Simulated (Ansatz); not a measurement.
Ansatz (a program for electronic structure) input (HF/3-21G): The .json file is the Basis Set Exchange's 3-21G.

Ansatz 0.2 input:
```yaml
crystal:
  periodic: [false, false, false]
  atoms:
    - {symbol: P, position_ang: [0.00293147, 0.00160888, 0.12817703]}
    - {symbol: H, position_ang: [-0.00384980, 1.18388197, -0.65609339]}
    - {symbol: H, position_ang: [1.01199153, -0.61366513, -0.65676338]}
    - {symbol: H, position_ang: [-1.05211382, -0.59435001, -0.60979871]}
basis:
  gaussian:
    orbitals: 3-21G.json
hamiltonian:
  xc: {name: HF}
relax: {f_tol: 0.003, max_steps: 120}
```

From the last part of the output:

```
mean field -9271.02464908 eV, -340.7038717276 hartree, gradient 7.1e-5 eV, S^2 0.000000; 0 other end points of the search recorded, 0 dependent functions left out
the calculation of the forces begins
reference -9271.02464908 eV, -340.7038717276 hartree; 9, 9 occupied and 10, 10 virtual orbitals, 213 factors
relax step   1: F+E_penalty+E_count = -9271.02464908 eV  Δ(F+E_penalty+E_count) = +0.000e0 eV  max|allowed force component| = 3.059e-1 eV/Å  Δτ_max = 0.0000 Å  (24 SCF iters, accepted)
these checks for a lower state are left out or cut short: starts, cluster_reference, orbital_swaps, neighbouring_geometries, increment
integrals: 0.00 GiB planned
213 factors; integrals over basis functions are off by at most 3.9e-4 eV
mean field: 0.04 GiB planned
mean field evaluation 16: about -9271.0368 eV, gradient 6.1e-6 eV
mean field -9271.03678604 eV, -340.7043177524 hartree, gradient 6.4e-6 eV, S^2 0.000000; 0 other end points of the search recorded, 0 dependent functions left out
the calculation of the forces begins
reference -9271.03678604 eV, -340.7043177524 hartree; 9, 9 occupied and 10, 10 virtual orbitals, 213 factors
relax step   2: F+E_penalty+E_count = -9271.03678604 eV  Δ(F+E_penalty+E_count) = -1.214e-2 eV  max|allowed force component| = 1.514e-1 eV/Å  Δτ_max = 0.0485 Å  (22 SCF iters, accepted)
these checks for a lower state are left out or cut short: starts, cluster_reference, orbital_swaps, neighbouring_geometries, increment
integrals: 0.00 GiB planned
213 factors; integrals over basis functions are off by at most 3.9e-4 eV
mean field: 0.04 GiB planned
mean field -9271.04216740 eV, -340.7045155137 hartree, gradient 6.9e-6 eV, S^2 0.000000; 0 other end points of the search recorded, 0 dependent functions left out
the calculation of the forces begins
reference -9271.04216740 eV, -340.7045155137 hartree; 9, 9 occupied and 10, 10 virtual orbitals, 213 factors
relax step   3: F+E_penalty+E_count = -9271.04216740 eV  Δ(F+E_penalty+E_count) = -5.381e-3 eV  max|allowed force component| = 1.540e-2 eV/Å  Δτ_max = 0.0170 Å  (23 SCF iters, accepted)
these checks for a lower state are left out or cut short: starts, cluster_reference, orbital_swaps, neighbouring_geometries, increment
integrals: 0.00 GiB planned
213 factors; integrals over basis functions are off by at most 3.9e-4 eV
mean field: 0.04 GiB planned
mean field -9271.04217459 eV, -340.7045157780 hartree, gradient 3.3e-5 eV, S^2 0.000000; 0 other end points of the search recorded, 0 dependent functions left out
the calculation of the forces begins
reference -9271.04217459 eV, -340.7045157780 hartree; 9, 9 occupied and 10, 10 virtual orbitals, 213 factors
relax step   4: F+E_penalty+E_count = -9271.04217459 eV  Δ(F+E_penalty+E_count) = -7.192e-6 eV  max|allowed force component| = 8.607e-3 eV/Å  Δτ_max = 0.0003 Å  (14 SCF iters, accepted)
these checks for a lower state are left out or cut short: starts, cluster_reference, orbital_swaps, neighbouring_geometries, increment
integrals: 0.00 GiB planned
213 factors; integrals over basis functions are off by at most 3.9e-4 eV
mean field: 0.04 GiB planned
mean field evaluation 32: about -9271.0437 eV, gradient 6.3e-2 eV
mean field -9271.04217648 eV, -340.7045158475 hartree, gradient 3.4e-5 eV, S^2 0.000000; 0 other end points of the search recorded, 0 dependent functions left out
the calculation of the forces begins
reference -9271.04217648 eV, -340.7045158475 hartree; 9, 9 occupied and 10, 10 virtual orbitals, 213 factors
relax step   5: F+E_penalty+E_count = -9271.04217648 eV  Δ(F+E_penalty+E_count) = -1.892e-6 eV  max|allowed force component| = 3.564e-4 eV/Å  Δτ_max = 0.0002 Å  (14 SCF iters, accepted)
integrals: 0.00 GiB planned
213 factors; integrals over basis functions are off by at most 3.9e-4 eV
mean field: 0.04 GiB planned
mean field -9271.04217648 eV, -340.7045158475 hartree, gradient 3.4e-5 eV, S^2 0.000000; 1 other end points of the search recorded, 0 dependent functions left out
the calculation of the forces begins
reference -9271.04217648 eV, -340.7045158475 hartree; 9, 9 occupied and 10, 10 virtual orbitals, 213 factors
Total energy: -9271.04217648 eV, -340.7045158475 hartree
Atom 0 at     0.002247     0.001233     0.098255 Å, force    -0.000008    -0.000004    -0.000356 eV/Å
Atom 1 at    -0.003355     1.213448    -0.646495 Å, force     0.000003     0.000005     0.000119 eV/Å
Atom 2 at     1.037578    -0.628499    -0.647182 Å, force     0.000006    -0.000001     0.000119 eV/Å
Atom 3 at    -1.077511    -0.608707    -0.599057 Å, force    -0.000001    -0.000000     0.000119 eV/Å
Dipole moment:    -0.005911    -0.003244    -0.258456 e Å
```
